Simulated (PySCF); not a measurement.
Gas-phase reaction: 4 AlHCl2 + AlOH ⇌ AlH3 + H2O + 4 AlCl2

Method: PySCF energies (xtb for GFN2) plus ideal-gas RRHO corrections (1 bar). S°(298 K) at PBE0/def2-TZVP differs from the NASA 1993 table for AlOH (+24 J/mol/K); whether the harmonic model or the table's entry is off was not settled. † marks an energy on the PBE0/def2-TZVP geometry and frequencies; other levels use their own. MP2 and CCSD(T) freeze the core. Open shells (unrestricted): AlCl2 (multiplicity 2); the rest are closed-shell singlets. GFN2 has no spin-polarisation term. AlHCl2, AlH3: computed as isolated molecules; such fragments, hydroxides, amides, oligomers or adducts are transient or little studied in the gas. MP2 isn't extrapolated to the basis-set limit; its ΔH°(298 K) is 604.3 kJ in def2-SVP and 588.8 kJ in def2-TZVPP. CCSD(T) isn't extrapolated to the basis-set limit; its ΔH°(298 K) is 616.7 kJ in def2-SVP and 601.5 kJ in def2-TZVPP. The harmonic model lacks anharmonicity and excited electronic states, which grow with temperature; levels with a mode under 35 cm⁻¹ are left out. Soft modes under 120 cm⁻¹ make the harmonic entropy rough for AlOH.

| level | ΔE electronic, kJ | ΔH°(298 K), kJ | ΔS°(298 K), J/K | ΔG°(1000 K), kJ |
|---|---|---|---|---|
| CCSD(T)/def2-SVP† | 614 | 617 | 160 | 465 |
| CCSD(T)/def2-TZVPP† | 599 | 601 | 160 | 450 |
| GFN2-xTB | 736 | 734 | 188 | 553 |
| MP2/def2-TZVPP† | 586 | 589 | 160 | 438 |
| PBE/def2-SVP | 567 | 568 | 175 | 401 |
| PBE/def2-TZVP† | 536 | 539 | 160 | 388 |
| PBE0/def2-QZVP† | 541 | 544 | 160 | 393 |
| PBE0/def2-SVP† | 572 | 575 | 160 | 424 |
| ωB97M-V/def2-TZVP† | 636 | 638 | 160 | 487 |
ΔH° is lowest at PBE/def2-TZVP† and highest at GFN2-xTB. No reference value is set beside these.
